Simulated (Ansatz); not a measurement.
The cluster SiS2⁻, relaxed as a doublet with UKS PBE-D4/def2-TZVPD in Ansatz, starting from the GFN2-xTB geometry. Force threshold 0.02 eV/Å.

The highest occupied level of the charge -1 doublet lies above zero (up to 1.47 eV). The electron is either unbound and held by the finite basis, or the level is raised by self-interaction error. Another isomer (doublet) lies 1.52 eV lower at PBE0-D4/def2-TZVPD; other spin states weren't run for this one.

Start:

```xyz
3

Si    0.819    0.983    0.440
S     0.334   -1.197   -0.018
S    -1.153    0.214   -0.422
```

(1) Estimate the energy that the relaxation releases and the steps that it takes.

(2) Does the start keep its bonding and symmetry?

(3) Predict the relaxed structure.

Results:

(1) 1.9 kJ/mol, in 3 steps; 3.3 s on 4 threads of Arm Neoverse V1 on a shared host. No frequencies were taken in this run, so the end may be a saddle point.

(2) By distances, no bond broke or formed. The bond that changes most is Si1–S3, from 2.29 to 2.25 Å (atoms count from 1). Point group Cs at the start, C2v at the end, both within 0.05 Å.

(3) 
```xyz
3

Si    0.799    0.962    0.430
S     0.356   -1.199   -0.010
S    -1.154    0.238   -0.420
```
Bond lengths: 2 × S–Si 2.25 Å; 1 × S–S 2.12 Å.
